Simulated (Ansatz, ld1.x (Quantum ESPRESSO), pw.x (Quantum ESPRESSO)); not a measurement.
# tin: does the TM potential hold in the solid?

| Item | Value |
| --- | --- |
| Element | tin |
| Generator | ld1.x (Quantum ESPRESSO) 7.5 |
| Type | norm-conserving Troullier–Martins (Kleinman–Bylander form) |
| Functional | LDA (PW92) |
| Relativity | scalar-relativistic |
| Frozen core | [Kr] |
| Valence charge | 14 |
| Reference configuration | 4d10 5s2 5p2 |
| Partial waves | 5s (bound): rc 2.05 bohr; 5p (bound): rc 2.60 bohr; 4d (bound): rc 1.75 bohr |
| Local potential | all-electron potential smoothed inside 1.95 bohr (lloc = -2) |
| Core correction | Bessel-smoothed model core, default radius (core density twice the valence density) |

Crystal test: sc Sn in pw.x 7.5, no spin, 11³ k-points, Fermi–Dirac smearing 0.01 Ry, cutoffs 145/580 Ry. The reference is all-electron LAPW (Ansatz 0.2.0) with the same functional, mesh and smearing; V0 and B0 come from Birch–Murnaghan fits to the pressures at five volumes. Errors are pseudo minus all-electron; Δ is the rms difference of the E(V) curves that follow from these fits, minima aligned, over ±6 % about the mean V0. Mesh and smearing are coarse, so the numbers serve the comparison and aren't converged zero-temperature values; the lattice is a test structure that the element need not adopt.

All-electron: a0 = 3.009 Å (V0 = 27.23 Å³/atom), B0 = 57.0 GPa.

Q: How far does the potential miss the all-electron equation of state?

A: mean pressure error (GPa): +0.36; a0 (Å): 3.015; a0 error (%): +0.22; B0 error (%): +0.1; Δ (meV/atom): 2.2.

| V (Å³/atom) | P all-electron (GPa) | P pseudo (GPa) |
| --- | --- | --- |
| 26.104 | 2.67 | 3.14 |
| 26.791 | 0.97 | 1.37 |
| 27.478 | -0.50 | -0.14 |
| 28.165 | -1.77 | -1.45 |
| 28.852 | -2.87 | -2.59 |

Q: At the middle volume, how do free energy and pressure move when the wave cutoff is lowered (ecutrho kept at four times it)?

A:

| cutoff (Ry) | shift of F (meV/atom) | shift of P (GPa) |
| --- | --- | --- |
| 65 | +441.0 | -22.81 |
| 87 | +31.4 | +0.07 |
| 116 | +12.2 | -0.26 |

The run at the middle volume (56 k-points, 7 iterations) took about 36 s on one core of a shared host (Neoverse-V2, 32 threads, 247 GiB, load 29).
